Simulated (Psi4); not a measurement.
# C2H3Al (AlH2(CCH)) at B3LYP/def2-TZVP

Aim: the energy change on altering one bond length of C2H3Al (AlH2(CCH)) at B3LYP/def2-TZVP, from 2 runs. 

Program for the calculation: Psi4 1.11.

4 further runs of the same task are left out: 1 that didn't finish, 3 set aside as unsound or not needed.

## (1) The molecule

C2H3Al: 6 atoms, total charge 0, spin state singlet. SMILES: `[H][Al]([H])[C]#C`. The shape comes from GFN2-xTB, which is rough for such elements, and wasn't checked as a minimum.

Bond lengths: Al1–C4 1.944 Å, C4–C5 1.214 Å, Al1–H2 1.550 Å, Al1–H3 1.551 Å, C5–H6 1.056 Å. Angles: Al1–C4–C5 179.8°, H2–Al1–C4 122.5°, H3–Al1–C4 122.6°, C4–C5–H6 179.9°, H2–Al1–H3 114.9°.

## (2) Energy and forces at B3LYP/def2-TZVP

Contents of input.inp:

```
memory 1600 mb

molecule system {
  Al     0.636700     1.104060     0.008270
  H      2.184640     1.168380     0.055200
  H     -0.074300     2.481620    -0.025410
  C     -0.337220    -0.577860    -0.007010
  C     -0.942540    -1.629920    -0.012640
  H     -1.467290    -2.546290    -0.018410
  symmetry c1
}

set {
  basis                def2-TZVP
  puream               true
  e_convergence        1e-09
  d_convergence        1e-08
  scf_type             pk
  dft_radial_points    99
  dft_spherical_points 590
}

E, wfn = gradient('b3lyp', return_wfn=True)
print_variables()
```

Command:

```
psi4 input.inp input.out -n 1
```

input.out, shortened:

```text
[...]
  Running in c1 symmetry.
[...]
  Nuclear repulsion =   68.903994349311347
[...]
  Multiplicity = 1
[...]
  Nalpha       = 14
  Nbeta        = 14
[...]
    Number of basis functions: 117
[...]
   @RKS iter   1:  -320.16111787370306   -5.75078e-01   6.13842e-03 DIIS/ADIIS
[...]
   @RKS iter  11:  -320.43217245623066   -5.28644e-12   4.15167e-09 DIIS
[...]
    Orbital Energies [Eh]
    ---------------------
    Doubly Occupied:
       1A    -56.030918     2A    -10.182560     3A    -10.163897
       4A     -4.140488     5A     -2.698756     6A     -2.689949
       7A     -2.689773     8A     -0.747906     9A     -0.552692
      10A     -0.452052    11A     -0.357837    12A     -0.317874
      13A     -0.298876    14A     -0.288014
[...]
  @RKS Final Energy:  -320.43217245623066
   => Energetics <=
    Nuclear Repulsion Energy =             68.9039943493113469
    One-Electron Energy =                -577.7726666069094108
    Two-Electron Energy =                 213.1236612840796454
    DFT Exchange-Correlation Energy =     -24.6871614827122627
    Empirical Dispersion Energy =           0.0000000000000000
    VV10 Nonlocal Energy =                  0.0000000000000000
    Total Energy =                       -320.4321724562307168
[...]
 Multipole Moments:
 ------------------------------------------------------------------------------------
     Multipole            Electronic (a.u.)      Nuclear  (a.u.)        Total (a.u.)
 ------------------------------------------------------------------------------------
 L = 1.  Multiply by 2.5417464519 to convert [e a0] to [Debye]
 Dipole X            :         -0.0527542           -0.0738648           -0.1266190
 Dipole Y            :         -0.0782380           -0.1430968           -0.2213348
 Dipole Z            :         -0.0038856            0.0030403           -0.0008453
 Magnitude           :                                                    0.2549945
[...]
  -Total Gradient:
     Atom            X                  Y                   Z
    ------   -----------------  -----------------  -----------------
       1        0.005971884881     0.010083209776     0.000123349713
       2       -0.007414887782     0.004649548799    -0.000269040838
       3        0.007670357831    -0.003955497338     0.000267836281
       4       -0.003141091773    -0.005444701098    -0.000142339587
       5       -0.006557107514    -0.011247523292    -0.000005783547
       6        0.003471079295     0.005915379728     0.000026001050
[...]
```

Run time: 43 s. Hardware: 1 thread of Intel Xeon Platinum 8259CL at 2.50GHz (Skylake/Cascade Lake), shared host; peak memory 0.71 GiB.

## (3) The distorted shape at the same level

Contents of calc.inp:

```
memory 1600 mb

molecule m {
  0 1
  Al     1.205518     0.001977     0.035215
  H      2.753458     0.066297     0.082145
  H     -0.074300     2.481620    -0.025410
  C      0.231598    -1.679943     0.019935
  C     -0.373722    -2.732003     0.014305
  H     -0.898472    -3.648373     0.008535
  units angstrom
  symmetry c1
}

set {
  puream               true
  e_convergence        1e-09
  d_convergence        1e-08
  scf_type             pk
  dft_radial_points    99
  dft_spherical_points 590
}

result, w = gradient("b3lyp/def2-TZVP", return_wfn=True)
oeprop(w, "LOWDIN_CHARGES", "QUADRUPOLE", "MULLIKEN_CHARGES", title="B3LYP")
```

Command:

```
psi4 calc.inp calc.out -n 1
```

calc.out, shortened:

```text
[...]
  Running in c1 symmetry.
[...]
  Nuclear repulsion =   66.435397337414003
[...]
  Multiplicity = 1
[...]
  Nalpha       = 14
  Nbeta        = 14
[...]
    Number of basis functions: 117
[...]
   @RKS iter   1:  -320.01767254018199   -5.43744e-01   6.46380e-03 ADIIS/DIIS
[...]
   @RKS iter  12:  -320.33022156886250   -1.51203e-11   6.11462e-09 DIIS
[...]
  @RKS Final Energy:  -320.33022156886250
   => Energetics <=
    Nuclear Repulsion Energy =             66.4353973374140025
    One-Electron Energy =                -572.0505687583621466
    Two-Electron Energy =                 209.8533946215396497
    DFT Exchange-Correlation Energy =     -24.5684447694539365
    Empirical Dispersion Energy =           0.0000000000000000
    VV10 Nonlocal Energy =                  0.0000000000000000
    Total Energy =                       -320.3302215688624415
[...]
  -Total Gradient:
     Atom            X                  Y                   Z
    ------   -----------------  -----------------  -----------------
       1        0.030562492818    -0.021484482631     0.001144515057
       2       -0.004769833213    -0.000613771469    -0.000141190959
       3       -0.018503544334     0.038360481900    -0.000898661832
       4       -0.004095641239    -0.010206345468    -0.000127483379
       5       -0.006688861103    -0.012218666080    -0.000001035292
       6        0.003495800794     0.006163414276     0.000023887489
[...]
 Multipole Moments:
 ------------------------------------------------------------------------------------
     Multipole            Electronic (a.u.)      Nuclear  (a.u.)        Total (a.u.)
 ------------------------------------------------------------------------------------
 L = 1.  Multiply by 2.5417464519 to convert [e a0] to [Debye]
 Dipole X            :          0.8882134           -0.5871049            0.3011085
 Dipole Y            :         -1.9978644            0.8513043           -1.1465601
 Dipole Z            :          0.0416805           -0.0212720            0.0204085
 Magnitude           :                                                    1.1856150
 L = 2.  Multiply by 1.3450342976 to convert [e a0^2] to [Debye ang]
 Quadrupole XX       :        -87.0468030           66.4542964          -20.5925066
 Quadrupole XY       :        -79.5098169           83.6504646            4.1406477
[...]
```

Wall time 41 s (1 thread of Intel Xeon Platinum 8259CL at 2.50GHz (Skylake/Cascade Lake), shared host); peak memory 0.7 GiB.

## (4) Outcome

At B3LYP/def2-TZVP:

```
                                                          quantity          value
                                         first shape: total energy  -320.43217 Eh
                                        first shape: dipole moment         0.65 D
                                          first shape: HOMO energy       -7.84 eV
                                          first shape: LUMO energy       -2.09 eV
                                        first shape: HOMO–LUMO gap        5.75 eV
                             first shape: largest force on an atom     0.669 eV/Å
                                     distorted shape: total energy  -320.33022 Eh
                                    distorted shape: dipole moment         3.01 D
                                      distorted shape: HOMO energy       -6.47 eV
                                      distorted shape: LUMO energy       -2.57 eV
                                    distorted shape: HOMO–LUMO gap        3.89 eV
                         distorted shape: largest force on an atom     2.191 eV/Å
energy change with the Al1–H3 bond stretched from 1.551 to 2.791 Å       2.774 eV
```

In words: One bond (distorted shape) is far stretched, which a spin-restricted single reference describes badly; a broken-symmetry solution may lie lower. With the Al1–H3 bond stretched from 1.551 to 2.791 Å the energy rises by 2.77 eV (64 kcal/mol). The first shape isn't relaxed at this level, so the change isn't measured from a minimum. A restricted reference can't describe the breaking bond well at this length. The largest force (first shape) is 0.67 eV/Å: the shape isn't a stationary point for this species at this level. Mulliken charges (distorted shape) run from -0.35 on C4 to +0.41 on Al1.
